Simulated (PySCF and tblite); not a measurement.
Results of a calculation; reference values are marked as such.
C₄H₇N, numbered as in [CH:1]1=[N:2][CH2:3][CH2:4][CH2:5]1.

Classical Langevin dynamics with GFN2-xTB (tblite), gas phase: time step 1.5 fs, H mass 4 u, friction 0.005 fs⁻¹, 400 steps to settle and 8000 to sample, one trajectory a temperature from the lowest conformer.

GIAO shieldings at PBE0/pcSseg-1 (PySCF) on 19 frames a temperature; like atoms are averaged, and of two unlike H on one atom a is the less shielded at the minimum.

Question: How far do thermal motions move the shieldings from their values at the minimum?

Answer: 
```csv
signal,σ at minimum (ppm),"Δσ, 300 K","Δσ, 600 K","Δσ, 900 K"
C1,18.3,-2.2 ± 1.2,-4.4 ± 1.6,-3.1 ± 2.3
N2,-119.2,0.1 ± 4.3,-7.5 ± 5.2,-14.7 ± 7.8
C3,120.6,-1.5 ± 1.2,-4.0 ± 1.4,-2.7 ± 1.9
C4,165.7,-0.8 ± 0.7,-5.8 ± 1.5,-5.7 ± 1.7
C5,146.9,-1.9 ± 1.1,-0.3 ± 1.1,-2.8 ± 2.5
H1,24.34,-0.21 ± 0.10,-0.60 ± 0.16,-0.37 ± 0.23
H3,27.43,-0.17 ± 0.13,-0.49 ± 0.14,-0.63 ± 0.18
H4,29.96,-0.12 ± 0.12,-0.47 ± 0.20,-0.62 ± 0.26
H5,29.16,-0.17 ± 0.11,0.20 ± 0.15,-0.02 ± 0.27
```

Errors are standard errors over frames. Zero-point motion is missing, and a reference compound would move too.

Question: What do the single frames at 600 K give for H5?

Answer: 
```
t (fs)  V above the minimum, tight binding (kcal/mol)  E above it, DFT (kcal/mol)  torsions (°)  σ (ppm)
   915                                           16.2                        14.5          none    29.00
  1546                                           19.8                        21.7          none    29.37
  2178                                           15.3                        15.2          none    29.84
  2810                                           15.5                        14.5          none    29.09
  3441                                           11.4                        12.8          none    28.72
  4074                                           17.3                        18.7          none    29.35
  4706                                           18.1                        17.6          none    29.15
  5337                                           27.1                        28.7          none    30.44
  5968                                           24.7                        24.6          none    29.92
  6600                                           13.8                        14.1          none    29.76
  7232                                           16.2                        18.0          none    29.97
  7863                                           13.8                        12.2          none    28.50
  8494                                           23.0                        20.7          none    29.21
  9126                                           12.5                        12.5          none    29.11
  9759                                           16.7                        18.0          none    29.11
 10390                                           24.2                        23.0          none    27.83
 11022                                           16.6                        16.4          none    29.92
 11654                                           14.1                        14.9          none    29.28
 12285                                           13.2                        13.2          none    30.25
```

Changes within two standard errors are not significant.

The study took 9 min on 1 thread of Arm Neoverse V1 (shared host) (rough), peak memory 0.55 GiB, launched as `OMP_NUM_THREADS=1 python ens_run.py task.json out`.
